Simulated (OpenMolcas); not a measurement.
How methods differ on BH3O (BH2(OH))

BH3O: 5 atoms, total charge 0, spin state singlet. SMILES: `[H]B([H])O`. Geometry: relaxed at GFN2-xTB.

```xyz
5

B     0.2710    0.3025   -0.1085
H     1.4036    0.3900   -0.3956
H    -0.4329    1.2514   -0.0807
O    -0.1594   -0.9187    0.1745
H    -1.0822   -1.0252    0.4103
```

Each level gives the energy change with the O4–H5 bond stretched from 0.958 to 1.198 Å (eV). The values are calculated.

```json
{"level": "HF/STO-3G (restricted)", "kind": "Hartree–Fock", "program": "OpenMolcas", "value (eV)": "1.03", "less FCI/STO-3G": "+0.56", "CPU time (all runs)": "3.1 s"}
{"level": "SVWN5/STO-3G (restricted)", "kind": "LDA", "program": "OpenMolcas", "value (eV)": "0.43", "less FCI/STO-3G": "-0.04", "CPU time (all runs)": "6.8 s"}
{"level": "r2SCAN/STO-3G (restricted)", "kind": "meta-GGA", "program": "OpenMolcas", "value (eV)": "0.51", "less FCI/STO-3G": "+0.04", "CPU time (all runs)": "9.8 s"}
{"level": "M06-2X/STO-3G (restricted)", "kind": "hybrid meta-GGA", "program": "OpenMolcas", "value (eV)": "0.63", "less FCI/STO-3G": "+0.16", "CPU time (all runs)": "8.2 s"}
{"level": "PBE0/STO-3G (restricted)", "kind": "global hybrid", "program": "OpenMolcas", "value (eV)": "0.58", "less FCI/STO-3G": "+0.11", "CPU time (all runs)": "7.2 s"}
{"level": "B2PLYP/STO-3G (restricted)", "kind": "double hybrid", "program": "OpenMolcas", "value (eV)": "0.58", "less FCI/STO-3G": "+0.11", "CPU time (all runs)": "7.2 s"}
{"level": "MP2/STO-3G (restricted)", "kind": "perturbation theory", "program": "OpenMolcas", "value (eV)": "0.64", "less FCI/STO-3G": "+0.17", "CPU time (all runs)": "3.3 s"}
{"level": "CCSD(T)/STO-3G (restricted)", "kind": "coupled cluster or CI", "program": "OpenMolcas", "value (eV)": "0.47", "less FCI/STO-3G": "0.00", "CPU time (all runs)": "4.4 s"}
{"level": "CISD/STO-3G (restricted)", "kind": "coupled cluster or CI", "program": "OpenMolcas", "value (eV)": "0.54", "less FCI/STO-3G": "+0.07", "CPU time (all runs)": "3.6 s"}
{"level": "FCI/STO-3G", "kind": "exact in the basis", "program": "OpenMolcas", "value (eV)": "0.47", "less FCI/STO-3G": "0.00", "CPU time (all runs)": "30 s"}
```

FCI/STO-3G is exact within its basis and frozen core, so for wave-function methods in that basis the difference is their error; functionals converge differently with the basis, so for them it is only a difference. The first shape isn't each level's own minimum. The values span 0.43 to 1.03 eV. All rows use very small basis sets, so even the best lies far from the true value. CPU times are rough (shared hosts, several kinds of processor): they show what a rung costs within a factor of a few.
